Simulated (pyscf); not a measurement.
5 gas-phase steps of one pattern: addition across a multiple bond or ene-type step on the singlet surface, H–N broken and H–O + Mo–N or H–O + N–Nb or H–O + N–Ta or H–S + Mo–N formed. Structures and frequencies: ωB97X-D3(BJ)/def2-SVP in PySCF. Electronic energies in kcal/mol, between the relaxed ends of the descent from the saddle (adducts or complexes of the species named), with the reactant end as zero; ΔE‡ and ΔE at ωB97X-D3(BJ)/def2-TZVP. Rows were drawn at random from the steps of this pattern with a verified saddle, stable references and a bound adduct at one end at least.

| row | step | ΔE | ΔE‡ |
|---|---|---|---|
| 1 | O=Ta(=O)–Cl + NH₃ → H₂N–Ta(=O)(OH)–Cl | -20.8 | ? |
| 2 | O=Nb(=O)–Cl + NH₃ -> H₂N–Nb(=O)(OH)–Cl | -12.4 | 32.0 |
| 3 | O=Mo(=O)=O + NH₃ -> H₂N–Mo(=O)(=O)–OH | -7.3 | 33.7 |
| 4 | O=Ta(Cl)(Cl)–Cl + NH₃ → H₂N–Ta(OH)(Cl)(Cl)–Cl | +16.3 | 42.3 |
| 5 | S=Mo(=S)(Cl)–Cl + NH₃ -> H₂N–Mo(=S)(SH)(Cl)–Cl | +29.1 | 49.2 |

Question: From a straight line through the complete rows, estimate the missing barrier and say how far the line can be trusted.

Answer: Over the 4 complete rows the means are +6.4 (ΔE) and 39.3 (ΔE‡); least squares gives b = 0.41 and a = 36.7 kcal/mol, with residuals of 0.6 kcal/mol (root mean square; largest 1.1, row 4). For row 1: 36.7 + 0.41 × (-20.8) = 28.2 kcal/mol, an extrapolation. The computed barrier is 26.9 kcal/mol, 1.3 under the line. The line follows the complete rows closely. Each barrier is that of the saddle found. Elements past Kr carry the def2 core potentials, without spin-orbit coupling.
